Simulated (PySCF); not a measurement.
**AlOF, singlet: molecular constants**

All numbers come from B3LYP in PySCF with Al def2-TZVP, O def2-TZVP, F def2-TZVP; no relativity; density-fitted integrals.

The structure is a minimum.

```json
{
  "Point group": "C∞v",
  "Bond lengths": "Al–F 1.637 Å, Al–O 1.597 Å",
  "Bond angles": "F–Al–O 180.0°",
  "Enthalpy at 298.15 K above 0 K": "11.90 kJ/mol",
  "Lowest empty level": "-3.21 eV",
  "Principal quadrupole moments (Buckingham, traceless) about the centre of mass": "-14.30, 7.15, 7.15 D Å",
  "Zero-point energy": "13.9 kJ/mol",
  "Rotational symmetry number": "1",
  "Atomisation energy without zero-point energy": "1061 kJ/mol",
  "Dipole moment": "3.21 D",
  "Rotational constants": "0.1848 cm⁻¹",
  "Principal polarisabilities": "25.7, 25.7, 33.4 bohr³",
  "Heat capacity Cp at 298.15 K": "48.5 J/(mol K)",
  "Highest occupied level": "-7.80 eV",
  "Entropy at 298.15 K and 1 bar": "245.9 J/(mol K)"
}
```

Harmonic modes (masses in u: Al 26.982, O 15.995, F 18.998):
```csv
symmetry,ω (cm⁻¹),"IR (km/mol, summed over degenerate members)",type
π,203,191,bend
σ+,740,21.6,stretch
σ+,1173,96.8,stretch
```

In C∞v the vibrations span π + 2σ+.

Charges (e):
```tsv
atom	Mulliken	Löwdin	polar tensor	Mayer order to Al1
Al1	0.77	0.25	1.25	–
O2	-0.48	-0.25	-0.69	2.24
F3	-0.28	0.00	-0.56	1.16
```

Mulliken populations on Al1: s 4.69, p 7.02, d 0.42, f 0.10.

Outer orbital energies (eV). occupied: -23.84, -14.11, -12.79, -12.79, -9.02, -7.80, -7.80; empty: -3.21, -0.61, -0.61, 2.03.

Counting electrons, aluminium keeps none of its valence electrons outside its bonds, so the VSEPR class is AX2 and the expected shape is linear; with unlike ligands the computed point group is C∞v.

Other isomers or separated fragments may lie lower.

The final relaxation and frequency run took 14 s on 2 threads of a shared Arm Neoverse V1 host, with 99 basis functions and 10 gradients; the process peaked at 0.9 GiB.
